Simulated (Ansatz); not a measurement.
ClH3SSi, SMILES S[SiH2]Cl, vertical spin-state energies

With the Python package of Ansatz (0.2.0).

Typed at the interpreter:
```pycon
>>> import ansatz as az
>>> from ase import Atoms
>>> atoms = Atoms(["S", "Si", "Cl", "H", "H", "H"], positions=[
...     [-1.09766, -1.24361, -0.2746],
...     [0.49076, 0.09697, 0.27549],
...     [-0.2011, 1.98171, 0.4113],
...     [-1.63503, -0.48121, -1.21658],
...     [1.5115, 0.04612, -0.75904],
...     [0.93153, -0.39997, 1.56344],
... ])
>>> geometry = az.Crystal.molecule_from_ase(atoms)
>>> base = (
...     geometry.calculation()
...     .basis(gaussian="cc-pVTZ")  # the orbital basis, by name
...     .functional("HF")
... )
>>> found = {}
>>> for unpaired in [0, 2]:
...     r = base.spin("collinear", total=unpaired).run(threads=1).report
...     s = unpaired / 2
...     found[unpaired] = r["free_energy_ev"]
...     print(f"2S+1 = {unpaired + 1}: E = {found[unpaired]:.5f} eV, <S^2> = {abs(r['mean_field']['state']['spin_squared']):.3f} (pure state {s * (s + 1):.2f})")
...
2S+1 = 1: E = -31234.37821 eV, <S^2> = 0.000 (pure state 0.00)
2S+1 = 3: E = -31228.82124 eV, <S^2> = 2.023 (pure state 2.00)
>>> lowest = min(found, key=found.get)
>>> for unpaired, e in found.items():
...     print(f"multiplicity {unpaired + 1}: {(e - found[lowest]):.3f} eV above the lowest")
...
multiplicity 1: 0.000 eV above the lowest
multiplicity 3: 5.557 eV above the lowest
```

In order: multiplicity 1 (+0.00 eV) and multiplicity 3 (+5.56 eV), all at the one geometry.

Total energies depend on the basis set; only differences at equal settings carry meaning. The geometry is a force-field or estimated start, not a minimum of this method, and the basis set is short of its limit. All parts are taken at fixed geometry, without zero-point energy. Hartree-Fock leaves correlation out, so it favours high-spin states too much. Hardware and time: 16 s on 1 thread of Intel(R) Xeon(R) Platinum 8375C CPU @ 2.90GHz (Ice Lake) (shared host), peak memory 0.44 GiB.

(Lines on the test bed's own set-up are left out of the output.)
